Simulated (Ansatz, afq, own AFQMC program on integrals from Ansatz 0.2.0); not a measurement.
Where AFQMC and coupled cluster stand for ZrB, sextet

```tsv
atom	x (Å)	y (Å)	z (Å)
Zr	0.0000	0.0000	0.0000
B	0.0000	0.0000	2.1472
```

Basis def2-TZVP with its core potentials. Noble-gas cores (and the filled d shells of Ga–Kr and In–Xe) are frozen. Integrals, coupled cluster, full CI and functionals: Ansatz 0.2.0; the random walks run on the same integrals in our own AFQMC program. ph-AFQMC/CISD is guided by a CISD state made of CCSD amplitudes; releasing the constraint for a short imaginary time cuts its bias at the price of noise, slowly where states lie close. Free AFQMC starts from the CCSD state and is never constrained. Its projection time is finite, and what remains of the start isn't in its error. ± is one standard error of the sampling. No spin–orbit coupling. The metal's outer-core s and p shells are frozen, which shifts wave-function levels against functionals.

Determinant: UHF, the one that the program's search chose, which needn't be the lowest solution. The geometry is a PBE0/def2-TZVP stationary point of this or a neighbouring charge and spin state.

No full CI on the walks' own integrals is used here; CCSDT(Q) serves as the reference and is uncertain by about the last step of the cluster series.

Cautions: no spin-orbit coupling; outer-core shells of the metal frozen; lower spins were not checked; raised T1 diagnostic (T1 0.041, weight of the determinant 0.87, largest double 0.06); (T) is large, 7 % of the CCSD correlation; the released energies have errors that jump between times, so the bars are unsure, so no released level is given (meV from the phaseless value at times in 1/Eh: -10 ± 10 at 0.24, -105 ± 76 at 0.50, -37.7 ± 2.5 at 1.00, -45 ± 4 at 1.50).

The T1 diagnostic is 0.0407 and the weight of the determinant in the CISD state is 0.873. The ⟨S²⟩ of the determinant is 8.760 and the size of the correlated space is 7 electrons in 66 orbitals.

Reference: CCSDT(Q), correlation energy -3.955 eV.

```json
{"level": "HF", "E − E(reference) (mEh)": "145.35", "share of correlation (%)": "0.00"}
{"level": "MP2", "E − E(reference) (mEh)": "30.09", "share of correlation (%)": "79.29"}
{"level": "CCSD", "E − E(reference) (mEh)": "11.12", "share of correlation (%)": "92.35"}
{"level": "CCSD(T)", "E − E(reference) (mEh)": "2.17", "share of correlation (%)": "98.51"}
{"level": "CCSDT", "E − E(reference) (mEh)": "0.73", "share of correlation (%)": "99.49"}
{"level": "ph-AFQMC/HF", "E − E(reference) (mEh)": "13.05 ± 0.80", "share of correlation (%)": "91.02"}
{"level": "ph-AFQMC/CISD", "E − E(reference) (mEh)": "2.97 ± 0.15", "share of correlation (%)": "97.96"}
{"level": "free AFQMC", "E − E(reference) (mEh)": "0.16 ± 0.11", "share of correlation (%)": "99.89"}
```

Free projections are given only where their last times agree within the noise and don't stop above the reference; a slow remainder of the start can still hide under it. A walk keeps the symmetry of its determinant, which the program's search chose and which needn't be the lowest solution, so a lower state of the same spin and another symmetry isn't excluded.
